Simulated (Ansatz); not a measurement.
A made-up structure of CH2BCl, singlet:

| atom | x (Å) | y (Å) | z (Å) |
| --- | --- | --- | --- |
| B1 | 0.3050 | -0.0338 | 0.4008 |
| C2 | -0.7198 | 0.2460 | -0.4888 |
| Cl3 | 1.7470 | -1.0785 | -0.1366 |
| H4 | -1.5059 | 0.4625 | -1.1661 |
| H5 | 0.3582 | 0.3312 | 1.4901 |

It is relaxed with PBE-D4/def2-SVP and then PBE0-D4/def2-TZVP (Ansatz 0.2.0). Atoms count as bonded within 1.22 times the sum of their covalent radii (H–H: 0.88 Å). The end point is not checked to be a true minimum.

**Question.** Does its bonding change? (A judgement: the text doesn't fix the answer.)

**Answer.** By the calculation: Yes. Formed: C2–H5; broken: B1–H5.

Where it ends: The first stage lowers the energy by 2.36 eV in 18 steps. It ends as CH₂BCl ([CH2][B][Cl]):
```tsv
atom	x (Å)	y (Å)	z (Å)
B1	0.6443	-0.3965	-0.0514
C2	-0.5162	0.3333	0.0847
Cl3	2.0591	-1.2861	-0.2173
H4	-1.2166	0.4595	-0.7335
H5	-0.7861	0.8173	1.0169
```

Labels in which every atom is bracketed show which atoms are joined, not bond orders.

For scale, one of the runs: PBE0-D4/def2-TZVP relaxation, 111 basis functions, launched by `ansatz run in.yaml --threads 2 --pin off --events-out ev --progress --plain --max-ram 4352MiB`. The run took about 7.5 s on 2 CPU threads of an Arm Neoverse V2 (shared host).
